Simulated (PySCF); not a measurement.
Simulated Cl 2p region for `NBCl` (BClH3N), binding energy against the vacuum level.

Every computed line was given a Gaussian of 0.8 eV full width at half maximum and an area set by the number of equivalent atoms (split 2:1 within a doublet); the highest printed point is 100. Method: delta-SCF UKS SCAN, pcX-2 on the ionised atom, pcseg-1 elsewhere, spin-free X2C in PySCF 2.14.0.

```json
{"binding energy (eV)": "204.8", "intensity": "0"}
{"binding energy (eV)": "204.9", "intensity": "1"}
{"binding energy (eV)": "205.0", "intensity": "1"}
{"binding energy (eV)": "205.1", "intensity": "3"}
{"binding energy (eV)": "205.2", "intensity": "7"}
{"binding energy (eV)": "205.3", "intensity": "13"}
{"binding energy (eV)": "205.4", "intensity": "22"}
{"binding energy (eV)": "205.5", "intensity": "35"}
{"binding energy (eV)": "205.6", "intensity": "51"}
{"binding energy (eV)": "205.7", "intensity": "69"}
{"binding energy (eV)": "205.8", "intensity": "85"}
{"binding energy (eV)": "205.9", "intensity": "96"}
{"binding energy (eV)": "206.0", "intensity": "100"}
{"binding energy (eV)": "206.1", "intensity": "95"}
{"binding energy (eV)": "206.2", "intensity": "83"}
{"binding energy (eV)": "206.3", "intensity": "66"}
{"binding energy (eV)": "206.4", "intensity": "49"}
{"binding energy (eV)": "206.5", "intensity": "33"}
{"binding energy (eV)": "206.6", "intensity": "21"}
{"binding energy (eV)": "206.7", "intensity": "12"}
{"binding energy (eV)": "206.8", "intensity": "8"}
{"binding energy (eV)": "206.9", "intensity": "7"}
{"binding energy (eV)": "207.0", "intensity": "9"}
{"binding energy (eV)": "207.1", "intensity": "14"}
{"binding energy (eV)": "207.2", "intensity": "21"}
{"binding energy (eV)": "207.3", "intensity": "30"}
{"binding energy (eV)": "207.4", "intensity": "39"}
{"binding energy (eV)": "207.5", "intensity": "46"}
{"binding energy (eV)": "207.6", "intensity": "50"}
{"binding energy (eV)": "207.7", "intensity": "49"}
{"binding energy (eV)": "207.8", "intensity": "45"}
{"binding energy (eV)": "207.9", "intensity": "38"}
{"binding energy (eV)": "208.0", "intensity": "29"}
{"binding energy (eV)": "208.1", "intensity": "20"}
{"binding energy (eV)": "208.2", "intensity": "13"}
{"binding energy (eV)": "208.3", "intensity": "8"}
{"binding energy (eV)": "208.4", "intensity": "4"}
{"binding energy (eV)": "208.5", "intensity": "2"}
{"binding energy (eV)": "208.6", "intensity": "1"}
{"binding energy (eV)": "208.7", "intensity": "0"}
{"binding energy (eV)": "208.8", "intensity": "0"}
```

Q: How many maxima does the curve show, and how many computed lines lie under it?

A: The curve has 2 maxima (at 206.0 and 207.6 eV). Under it lie 2 lines from 1 inequivalent chlorine site, drawn as a 2p3/2, 2p1/2 pair.

Q: Decompose the envelope and assign each component. Numbering: `[NH2:1][BH:2][Cl:3]`.

A: 
| position (eV) | relative area | line | atoms | environment |
| --- | --- | --- | --- | --- |
| 205.99 | 0.67 | Cl 2p3/2 | Cl3 | chlorine bonded to B |
| 207.65 | 0.33 | Cl 2p1/2 | Cl3 | chlorine bonded to B |

The curve has no shake-up lines and no vibrational structure. For 2p shells one spin-free hole was relaxed; a mean-field spin–orbit operator and the ground-state splitting of the three 2p orbitals were then diagonalised within the shell. The shell's mean is (2 × 2p3/2 + 2p1/2)/3, and the degeneracies 2j + 1 give areas of 2:1. 2p1/2 minus 2p3/2 (ligand field included): Cl 1.65 eV. Geometry: PBE0-D3(BJ)/def2-SVP; no solvent, vibrations or thermal averaging.

Hardware: Arm Neoverse V1, one thread (shared host). Cost: 8.4 s of wall time.

The values belong to the conformer `[NH2:1][BH:2][Cl:3]`: H–N1–B2–Cl3 180°, H–N1–B2–Cl3 0°.
